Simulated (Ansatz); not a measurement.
## Multireference treatment of C₃H₄, singlet

Computed with Ansatz's Gaussian-basis code (development build). Basis cc-pVDZ, nonrelativistic, no frozen core. State-specific CASSCF; RHF is the lowest restricted (open-shell) Hartree–Fock solution met. Solutions may break the symmetry of the shape. The lowest solution met needn't be the lowest there is, nor hold the orbitals that a chemist would pick.

Geometry:

```xyz
7

C     0.0000    0.0000    0.0000
C     0.0000    0.0000    1.3112
C     0.0000    0.0000   -1.3112
H     0.3547    0.8562    1.8766
H    -0.3547   -0.8562    1.8766
H     0.3547   -0.8562   -1.8766
H    -0.3547    0.8562   -1.8766
```

(1) What do CASSCF and its corrections give against RHF in CAS(4,4), and what are the occupations?

Results:

(1) CASSCF -1.512 eV, SC-NEVPT2 -11.113 eV; occupations 1.93, 1.89, 0.11, 0.07.
